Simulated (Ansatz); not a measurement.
**AlH₃O (triplet): the correlation ladder at distance Al1–H4 along a hydrogen transfer = 1.692 Å, cc-pVDZ**

An exercise on one series of results from a longer session: the logs are not shown, and one member is left open.

Program: Ansatz 0.2.0, Gaussian basis. Level of theory: cc-pVDZ, core rule «outside noble gas», up to 6 orbitals frozen. These are calculated values, not measurements.

The runs, in order: UHF; CCSD(T) on ROHF; CCSD(T) on UHF; BCCD(T) on ROHF; CISD; CCSDT(Q) on ROHF; CCSDT(Q) on UHF; CASSCF and MRCISD+Q, 4 electrons in 4 orbitals; CASSCF and NEVPT2, 4 electrons in 4 orbitals.

13 further runs of the same task are left out: 9 for a known fault of the program, 4 that didn't finish.

### The system

The geometry derives from fragments relaxed apart (PBE0/def2-TZVP) and kept rigid, so it is no stationary point. A hydrogen atom is moved between rigid fragments.

5 atoms, charge 0, spin multiplicity 3.

Atoms are counted from 1 here; the program's logs count them from 0.

Bond lengths: Al1–H2 1.586 Å, Al1–H3 1.586 Å, Al1–H4 1.692 Å. Angles: H2–Al1–H3 120.0°, H2–Al1–H4 120.0°, H3–Al1–H4 120.0°.

The first run:

Contents of in.yaml:

```yaml
crystal:
  periodic: [false, false, false]
  atoms:
    - {symbol: Al, position_ang: [-1.157293, 0.000000, 0.000000]}
    - {symbol: H, position_ang: [-1.950217, 1.373384, 0.000000]}
    - {symbol: H, position_ang: [-1.950217, -1.373384, 0.000000]}
    - {symbol: H, position_ang: [0.534707, 0.000000, 0.000000]}
    - {symbol: O, position_ang: [2.163707, 0.000000, 0.000000]}
basis:
  gaussian: {orbitals: cc-pVDZ}
magnetization: {spin_polarized: true, initial_magnetization: 2}
hamiltonian: {xc: hf}
output: {orbitals: {seedname: orbitals}}
```

Started as:

```bash
$ ansatz run in.yaml --threads 1 --pin off --events-out ev --progress --plain --max-ram 2393MiB
```

Among the steps run: UHF; CCSD(T) on ROHF; CCSD(T) on UHF; BCCD(T) on ROHF; CISD; CCSDT(Q) on ROHF; CCSDT(Q) on UHF; CASSCF and MRCISD+Q, 4 electrons in 4 orbitals; CASSCF and NEVPT2, 4 electrons in 4 orbitals.

One of the session's tables, all rows but one given; the rest of the session is left out.

```
       method  from UCCSDT(Q) (meV)
         ROHF               +6500.9
          UHF               +6311.2
         RMP2               +1226.6
         UMP2               +1207.0
         CISD                +551.1
        RCCSD                +103.7
        UCCSD                +100.9
     RCCSD(T)                 +26.0
     UCCSD(T)                     ?
      BCCD(T)                 +26.6
       RCCSDT                  +6.2
       UCCSDT                  +4.9
    RCCSDT(Q)                  +1.3
    UCCSDT(Q)                     0
  CASSCF pair               +6051.2
  NEVPT2 pair               +1158.3
  MRCISD pair                +495.8
MRCISD+Q pair                 +67.4
```

Q: Estimate the row for UCCSD(T) from the others.

The run gave: from UCCSDT(Q) (meV): +24.9. In the column «from UCCSDT(Q) (meV)» it lies between RCCSDT (+6.2) and RCCSD(T) (+26.0).

To keep in mind: Restricted and unrestricted rows rest on different reference determinants; where their highest levels disagree by more than a few hundredths of an eV, they describe different states and don't form one ladder.
